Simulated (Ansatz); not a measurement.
**Two structures, one formula**

The two ends of one reaction step of BH$_{5}$S, singlet (PBE0-D4/def2-TZVP).

A:

```xyz
7
angstrom
B -0.5743 -0.6194 -0.1536
H 0.2006 -1.1887 -0.8760
H -0.8304 -1.1675 0.8914
H -1.5353 -0.1215 -0.6889
H 0.8610 1.5507 -0.6017
S 0.3394 1.0007 0.5106
H 1.5389 0.5456 0.9182
```

B:

B1  (-0.734, 0.023, 0.579)
H2  (0.660, -1.155, -2.181)
H3  (-0.396, -1.036, 1.004)
H4  (-1.680, 0.160, -0.132)
H5  (0.900, -0.468, -2.013)
S6  (0.147, 1.500, 0.979)
H7  (1.104, 0.975, 1.763)
(Å)

Ansatz 0.2.0; basis: def2-TZVPP; cores frozen in the correlated methods. B3LYP uses VWN-RPA correlation.

(1) Which structure is lower at CCSD(T), and by how much? (Judge from chemistry; the value comes from the calculation.)

(2) Do the other methods give the same order? (A judgement: the text doesn't fix the answer.)

No T1 diagnostic of these runs exceeds 0.014.

Answers

(1) The calculation gives: B, by 6.12 kcal/mol (electronic energy, against the other). By their contacts, A is BH₅S ([BH3][SH2]) and B is a complex of BH₃S ([BH2][SH]) + H₂.

(2) Computed: Not all: SPW92 gives the other order.

```json
{"method": "SPW92", "E(B) − E(A) (kcal/mol)": "4.80"}
{"method": "PBE-D4", "E(B) − E(A) (kcal/mol)": "-2.43"}
{"method": "BLYP-D4", "E(B) − E(A) (kcal/mol)": "-6.66"}
{"method": "r2SCAN-D4", "E(B) − E(A) (kcal/mol)": "-3.81"}
{"method": "B97M-V", "E(B) − E(A) (kcal/mol)": "-5.76"}
{"method": "PBE0-D4", "E(B) − E(A) (kcal/mol)": "-2.24"}
{"method": "B3LYP-D4", "E(B) − E(A) (kcal/mol)": "-5.90"}
{"method": "r2SCAN0-D4", "E(B) − E(A) (kcal/mol)": "-3.32"}
{"method": "BHLYP-D4", "E(B) − E(A) (kcal/mol)": "-5.94"}
{"method": "CAM-B3LYP-D4", "E(B) − E(A) (kcal/mol)": "-4.61"}
{"method": "wB97X-V", "E(B) − E(A) (kcal/mol)": "-4.53"}
{"method": "wB97M-V", "E(B) − E(A) (kcal/mol)": "-4.83"}
{"method": "B2PLYP", "E(B) − E(A) (kcal/mol)": "-6.49"}
{"method": "PBE-QIDH", "E(B) − E(A) (kcal/mol)": "-3.38"}
{"method": "RPA on PBE", "E(B) − E(A) (kcal/mol)": "-7.31"}
{"method": "HF", "E(B) − E(A) (kcal/mol)": "-11.73"}
{"method": "MP2", "E(B) − E(A) (kcal/mol)": "-6.12"}
{"method": "CCSD", "E(B) − E(A) (kcal/mol)": "-6.32"}
{"method": "CCSD(T)", "E(B) − E(A) (kcal/mol)": "-6.12"}
```

Labels in which every atom is bracketed show which atoms are joined, not bond orders.

For scale, one of the runs: CCSD(T)/def2-TZVPP, 143 basis functions, launched by `ansatz run in.yaml --threads 2 --pin off --events-out ev --progress --plain --max-ram 4352MiB`. Hardware: 2 CPU threads of an Arm Neoverse V2, shared host. Wall time 5.5 s; peak host memory 0.79 GiB.
